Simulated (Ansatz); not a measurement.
A made-up structure of CH3NSi, singlet:

```csv
atom,x (Å),y (Å),z (Å)
C1,-0.4326,-0.9541,-0.1115
N2,0.7695,-0.9590,0.3086
Si3,0.1717,0.7131,0.0304
H4,-1.0982,-1.7954,-0.3091
H5,1.5225,-1.6349,0.4368
H6,-0.1149,1.5464,1.2140
```

It is relaxed with PBE-D4/def2-SVP and then PBE0-D4/def2-TZVP (Ansatz 0.2.0). Atoms count as bonded within 1.22 times the sum of their covalent radii (H–H: 0.88 Å). The end point is not checked to be a true minimum.

(1) Does its bonding change? (Judge from chemistry; the calculation decides.)

## Answers

(1) Computed: No: no bond forms or breaks.

Where it ends: The first stage lowers the energy by 1.06 eV in 9 steps. It ends as CH₃NSi ([CH]1[NH][SiH]1):
C1  (-0.371, -0.874, -0.100)
N2  (0.857, -0.914, 0.209)
Si3  (0.243, 0.930, -0.184)
H4  (-1.054, -1.723, -0.128)
H5  (1.380, -1.724, 0.526)
H6  (-0.236, 1.221, 1.246)
(Å)

Labels in which every atom is bracketed show which atoms are joined, not bond orders.

For scale, one of the runs: PBE0-D4/def2-TZVP relaxation, 117 basis functions, launched by `ansatz run in.yaml --threads 2 --pin off --events-out ev --progress --plain --max-ram 4352MiB`. The run took about 15 s on 2 CPU threads of an Arm Neoverse V2 (shared host).
